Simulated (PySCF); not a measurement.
A thermochemical cycle for NaCl

r²SCAN in PySCF with def2-SVP on every atom, for the lowest determinant that a PBE0 search found; no spin–orbit coupling. NaCl, a singlet (closed shell), has De = 4.19 eV to neutral atoms, and NaCl⁺, a doublet (π ↑), has De = 0.40 eV to Na⁺ + Cl.

At the same level the Na atom ionises at 5.06 eV.

Task: What is the adiabatic ionisation energy of the molecule, and does ionisation strengthen or weaken the bond?

Result: IE = IE(Na) + De(neutral) − De(ion) = 5.06 + 4.19 − 0.40 = 8.85 eV. De changes by -3.79 eV, so ionisation weakens the bond.

Weak bonds: NaCl⁺. Basis-set superposition, not corrected here, can be much of De in a small basis, most of all at correlated wavefunction levels. For an ion De counts to the pair picked by the measured ionisation energies or electron affinities, which need not be the lowest pair at this level. States were picked by a PBE0 search and need not be the measured ground states.
